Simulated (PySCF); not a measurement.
# C4H2 (Diacetylene): the cost of one run

The runs use PySCF 2.14.0, with density-fitted response routines of our own; the level of theory stands in each step. All values are computed, except where a source is named. Atoms count from 0, in the outputs and in this text.

## Step 1: The molecule as given

6 atoms, charge 0, multiplicity 1; geometry from: GFN2-xTB. The atoms were then displaced at random by about 0.01 Å, so the start is not that level's minimum.

Bonds of the start (Å): C0–C1 1.23, C1–C2 1.37, C2–C3 1.15, C0–H4 1.03, C3–H5 1.08.

## Step 2: Relaxing the molecule at PBE0-D3(BJ)/def2-TZVP

The job: settings as JSON, then the geometry in Å.

```
{"job": {"xc": "PBE0", "basis": "def2-TZVP", "d3": "d3bj", "grid": 2, "shake": 0.01, "kind": "geom"}, "charge": 0, "multiplicity": 1}
C      1.878800     0.282860     0.077390
C      0.665330     0.108030     0.102100
C     -0.690300    -0.113990     0.134110
C     -1.824310    -0.304740     0.171970
H      2.889190     0.474990     0.037580
H     -2.894550    -0.477170     0.205200
```

Started as:

```bash
$ OMP_NUM_THREADS=1 python probes_run.py task.json out
```

The driver reads the jobs from task.json and runs them one after another.

**Question.** How long does this first job take on 1 thread of Arm Neoverse N1, shared host, and how much memory does it need?

About 60 s, with a peak of 0.53 GiB.
